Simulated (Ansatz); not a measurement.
Basis-set extrapolation for C2H3O2 (`CC([O])=O`) radical (PBE0-D4/def2-TZVP geometry, frozen core, the Gaussian-basis code of Ansatz). Multiplicity 2, UHF reference.

|  | def2-TZVPP | def2-QZVPP |
| --- | --- | --- |
| HF | -227.259242 | -227.269631 |
| MP2 correlation | -0.744073 | -0.800976 |
| CCSD(T) correlation | -0.813319 | not run |

Energies in hartree. Use E(X) = E(∞) + A·exp(−7.88·√X) for Hartree–Fock and E(X) = E(∞) + B·X^(−2.97) for correlation, with X = 3 and 4, and add CCSD(T) minus MP2 of the smaller set to the MP2 limit.

What is the CCSD(T) energy at the basis-set limit?

HF limit: -227.269631 + (-0.010389) × 0.13774 = -227.27106. MP2 limit: -0.800976 + (-0.056903) × 0.74074 = -0.84313. Higher-order term: -0.813319 − (-0.744073) = -0.06925. Total: -228.18344 hartree, 291.1 kJ/mol below CCSD(T)/def2-TZVPP.
